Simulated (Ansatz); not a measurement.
Single points on P₂S₂⁻.

```yaml
crystal:
  periodic: [false, false, false]
  atoms:
    - {symbol: P, position_ang: [0.539541, 1.337662, -0.712621]}
    - {symbol: P, position_ang: [-0.053820, -0.782642, -0.475871]}
    - {symbol: S, position_ang: [-1.346453, 0.971815, 0.053080]}
    - {symbol: S, position_ang: [0.860732, -1.526846, 1.135403]}
basis:
  gaussian: {orbitals: def2-TZVPD, initial_orbitals: start.molden}
total_charge: -1
magnetization: {spin_polarized: true, initial_magnetization: 1}
hamiltonian: {xc: {name: PBE-QIDH}}
scf: {omitted_lower_state_checks: [starts]}
```

The file start.molden holds the orbitals of an earlier run on this structure, at another level or in another basis.

```sh
$ ansatz run in.yaml --threads 4 --pin off --events-out ev --progress --plain --max-ram 3916MiB
```

It prints (some lines left out):

```
Functional definition: PBE-QIDH
  name "PBE-QIDH"
  cite "Brémond, Sancho-García, Pérez-Jiménez & Adamo, J. Chem. Phys. 141, 031101 (2014) doi:10.1063/1.4890314"
  cite "Perdew, Burke & Ernzerhof, Phys. Rev. Lett. 77, 3865 (1996) doi:10.1103/PhysRevLett.77.3865"
  parameter a = 3^(-1/3)
  parameter c = 1/3
  exchange = (1 - a)*pbe_x + a*exact_x
  correlation = (1 - c)*pbe_c + c*(mp2_os + mp2_ss)
these checks for a lower state are left out or cut short: starts
1084 factors; integrals over basis functions are off by at most 8.3e-4 eV
mean field evaluation 1: about -40220.9378 eV, gradient 1.7e1 eV
mean field evaluation 2: about -40221.2603 eV, gradient 5.3e-1 eV
mean field evaluation 4: about -40221.6647 eV, gradient 2.6e-2 eV
mean field evaluation 8: about -40221.6648 eV, gradient 2.0e-6 eV
mean field -40221.66481013 eV, -1478.1189185485 hartree, gradient 8.3e-6 eV, S^2 0.767270; 0 other end points of the search recorded, 0 dependent functions left out
20 core orbitals not correlated: weight in the atoms' cores, before any rotation towards them, 1.000 or more for the frozen orbitals, at most 0.000 for the correlated occupied ones
reference -40221.66482609 eV, -1478.1189191352 hartree; 12, 11 occupied and 146, 147 virtual orbitals, 1084 factors
second order -19.77526853 eV of doubles, -0.00000000 eV of singles
Total energy: -40228.25658227 eV, -1478.3611617066 hartree
Checks for a lower state left out: starts
```

It took 4 s on 4 threads of AMD EPYC 7R43 on a shared host.

The first input with `gaussian: {orbitals: def2-SVPD, initial_orbitals: start.molden}`, `hamiltonian: {xc: pbe0, dispersion: d4}`, `output: {orbitals: {seedname: orbitals}}` (abridged; 1.5 s):

```
Functional definition: PBE0
mean field -40224.18489400 eV, -1478.2115299228 hartree, gradient 1.2e-5 eV, S^2 0.756889
Total energy: -40224.38685173 eV, -1478.2189517323 hartree
Checks for a lower state left out: starts
```

First input, but with `hamiltonian: {xc: {name: r2SCAN0}, dispersion: d4}`, `output: {orbitals: {seedname: orbitals}}` (abridged; 5.5 s):

```
Functional definition: r2SCAN0
mean field -40248.99098624 eV, -1479.1231369983 hartree, gradient 1.9e-5 eV, S^2 0.762496
Total energy: -40249.05240363 eV, -1479.1253940460 hartree
Checks for a lower state left out: starts
```

The first input with `gaussian: {orbitals: 6-31G}`, `hamiltonian: {xc: {name: B3LYP}, dispersion: d4}`, `output: {orbitals: {seedname: orbitals}}` (abridged; 0.65 s):

```
Functional definition: B3LYP
mean field evaluation 16: about -40246.6541 eV, gradient 3.1e-5 eV
mean field -40246.65407324 eV, -1479.0372570297 hartree, gradient 3.1e-5 eV, S^2 0.753167
Total energy: -40247.05331443 eV, -1479.0519288726 hartree
Checks for a lower state left out: starts
```

The first input with `hamiltonian: {xc: pbe, dispersion: d4}`, `output: {orbitals: {seedname: orbitals}}` (abridged; 2.1 s):

```
Functional definition: PBE
mean field -40234.96131396 eV, -1478.6075560517 hartree, gradient 2.2e-5 eV, S^2 0.754486
Total energy: -40235.19972442 eV, -1478.6163174745 hartree
Checks for a lower state left out: starts
```

The first input with `hamiltonian: {xc: r2scan, dispersion: d4}`, `output: {forces: true, orbitals: {seedname: orbitals}}` (abridged; 4.7 s):

```
Functional definition: r2SCAN
mean field -40249.65607782 eV, -1479.1475786630 hartree, gradient 2.7e-5 eV, S^2 0.759440
Total energy: -40249.70449074 eV, -1479.1493578051 hartree
Atom 0 force     0.133957     0.173797    -0.062832 eV/Å
Atom 1 force    -0.002209    -0.224209    -0.120834 eV/Å
Atom 2 force    -0.199045     0.119834     0.072153 eV/Å
Atom 3 force     0.067297    -0.069423     0.111512 eV/Å
Dipole moment:    -0.206724     0.339274    -0.309332 e Å
Checks for a lower state left out: starts
```

As the first input, with `gaussian: {orbitals: def2-SVPD, initial_orbitals: start.molden}`, `hamiltonian: {xc: pbe, dispersion: d4}`, `output: {orbitals: {seedname: orbitals}}` (abridged; 1.1 s):

```
Functional definition: PBE
mean field -40221.15507766 eV, -1478.1001862258 hartree, gradient 1.8e-5 eV, S^2 0.753785
Total energy: -40221.39347996 eV, -1478.1089473490 hartree
Checks for a lower state left out: starts
```

Geometry: PBE0-D4/def2-TZVPD.

B3LYP takes the VWN-RPA correlation. Correlated methods freeze 20 core orbitals. The structure comes from a short search, and lower isomers may exist.
